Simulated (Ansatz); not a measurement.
Ideal-gas functions of `CNN` at 500 K and 1 bar, from an Ansatz frequency run at PBE0-D4/def2-TZVP.

Molar mass 46.07 g/mol, point group C1 (symmetry number 1), electronic degeneracy 1, moments of inertia 12.852, 52.14, 58.589 u Å². Harmonic wavenumbers (cm⁻¹, unscaled): 255, 287, 451, 799, 922, 987, 1142, 1199, 1214, 1327, 1438, 1474, 1489, 1519, 1674, 2968, 3085, 3135, 3449, 3479, 3595.

Use S(trans) = R[1.5 ln M + 2.5 ln T − 1.1517]; rotational temperatures θ = 24.2544 K / I; S(rot) = R[ln(√π/σ · √(T³/θAθBθC)) + 1.5]; for each mode x = 1.438777 ν̃/T, S = R[x/(eˣ − 1) − ln(1 − e⁻ˣ)] and H = RT x/(eˣ − 1); 1 cm⁻¹ = 0.0119627 kJ/mol; R = 8.31446 J/(mol·K).

**Question.** By hand: the entropy, in J/(mol·K).

**Answer.** Translation 167.4. Rotation: θ = 1.8872, 0.4652, 0.414 K, giving 98.9. Vibration, mode by mode: 11.07, 10.14, 6.71, 3.01, 2.28, 1.97, 1.38, 1.21, 1.17, 0.90, 0.69, 0.64, 0.61, 0.57, 0.39, 0.02, 0.01, 0.01, 0.00, 0.00, 0.00, in all 42.8. Electronic 0.0. Sum 309.1 J/(mol·K).

**Question.** By hand: H − E and G − E in kJ/mol, counted from the electronic energy.

**Answer.** Zero-point energy ½ × 35888 × 0.0119627 = 214.7; thermal vibration 13.2; translation, rotation and pV give 4 RT = 16.6. H − E = 244.5 kJ/mol, and G − E = 244.5 − 500 × 309.1/1000 = 89.9 kJ/mol.

Vibration gives 14 % of the entropy. The sum counts one conformer and one mirror image; others add a mixing term.
